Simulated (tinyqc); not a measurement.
Orbital energy against energy difference: ionisation energy by orbital energies and by energy differences in the cc-pvdz basis, for N2, spin multiplicity 1. Computed by the program tinyqc with PySCF. 

Geometry (angstrom):
```
atom,x,y,z
N,0.0000,0.0000,0.0000
N,0.0000,0.0000,0.9540
```

CCSD(T) difference in the same basis = 15.5201 eV

IP-EOM-CCSD = 15.4594 eV

The cation is unrestricted; errors are against CCSD(T) in this basis, not against experiment.

First vertical ionisation energy (eV):
```
method,-e(HOMO),E(cation) - E,error of -e(HOMO),error of the difference
HF,17.3159,15.448476,1.7958,-0.0716
LDA,9.9173,15.606852,-5.6027,0.0868
PBE,9.7872,15.382457,-5.7328,-0.1376
B3LYP,11.5949,15.877177,-3.9251,0.3571
PBE0,11.9192,15.831470,-3.6009,0.3114
CAM-B3LYP,13.5516,16.055893,-1.9685,0.5358
LC-wPBE,15.0300,16.118293,-0.4901,0.5982
```

Koopmans errs by +1.80 eV and Delta-HF by -0.07 eV: relaxation, 1.87 eV, lowers the value and the missing correlation difference works against it. The PBE level is off by -5.7 eV through the wrong tail of its potential, though its energy difference is off by -0.14 eV; exact exchange deepens the level, and among the orbital energies LC-wPBE comes closest; among the differences HF does.
